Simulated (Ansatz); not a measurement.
A calculation with Ansatz (development build ahead of 0.2.0).

```yaml
crystal:
  periodic: [false, false, false]
  atoms:
    - { symbol: B, position_ang: [0.0, 0.0, 0.0] }
    - { symbol: B, position_ang: [0.0, 0.0, 2.04] }
basis:
  gaussian: { orbitals: def2-SVP }
magnetization:
  initial_magnetization: 2
hamiltonian:
  xc: hf
correlation:
  method: mp2
  frozen_orbitals: { B: 1 }
output:
  forces: true
```

The input is written out in the form of the current development build from the run's settings. Correlation on restricted open-shell orbitals is semicanonical, with singles.

The run gave:

```json
{
 "Converged": "yes",
 "Reference energy": "-49.03842 hartree",
 "Correlation energy": "-0.09493 hartree",
 "Total energy": "-49.13335 hartree",
 "Spin squared of the determinant": "2.000",
 "Stability test": "minimum among restricted orbitals"
}
```

Forces (eV/Å):
| atom | Fx | Fy | Fz |
| --- | --- | --- | --- |
| B1 | 0.000 | 0.000 | 2.148 |
| B2 | 0.000 | 0.000 | -2.148 |

Caution: bonds are stretched, where a single reference can fail.
